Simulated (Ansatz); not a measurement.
# ClH4NSi: the cost of one run

All numbers below are computed with Ansatz 0.2.0 (RKS PBE0-D4/def2-SVPD).

### Step 1. The starting structure

Bond lengths: Si1–Cl2 2.130 Å, Si1–H3 1.460 Å, Si1–H4 1.459 Å, Si1–N5 1.819 Å, N5–H6 1.060 Å, N5–H7 1.060 Å. Angles: Cl2–Si1–H3 109.5°, Cl2–Si1–H4 109.5°, Cl2–Si1–N5 109.5°, H3–Si1–H4 109.5°, H3–Si1–N5 109.5°, H4–Si1–N5 109.5°, Si1–N5–H6 120.0°, Si1–N5–H7 120.0°, H6–N5–H7 120.0°.

Coordinates:

```xyz
7

Si    0.0000    0.0000    0.0000
Cl    0.0000    0.0000    2.1300
H     1.3768    0.0000   -0.4862
H    -0.6877    1.1914   -0.4862
N    -0.8572   -1.4851   -0.6061
H    -1.3922   -2.1014    0.0704
H    -0.8219   -1.7344   -1.6357
```

### Step 2. Preparing the start

Contents of input.yaml:

```yaml
crystal:
  periodic: [false, false, false]
  atoms:
    - { symbol: Si, position_ang: [0.0, 0.0, 0.0] }
    - { symbol: Cl, position_ang: [0.0, 0.0, 2.13] }
    - { symbol: H, position_ang: [1.3768, 0.0, -0.4862] }
    - { symbol: H, position_ang: [-0.6877, 1.1914, -0.4862] }
    - { symbol: "N", position_ang: [-0.8572, -1.4851, -0.6061] }
    - { symbol: H, position_ang: [-1.3922, -2.1014, 0.0704] }
    - { symbol: H, position_ang: [-0.8219, -1.7344, -1.6357] }
basis:
  gaussian: { orbitals: def2-SVPD }
hamiltonian:
  xc: pbe0
  dispersion: d4
relax:
  f_tol: 0.02
  max_steps: 40
```

Started as:

```console
> ansatz run input.yaml --threads 2 --pin off --max-ram 3072MiB --backend cpu --events-out ev --progress --plain --runs-dir out
```

Q: Estimate wall time and peak memory on 2 threads of Intel Xeon Platinum 8259CL at 2.50GHz (Skylake/Cascade Lake), shared host.

About 50 s, with a peak of 0.21 GiB.
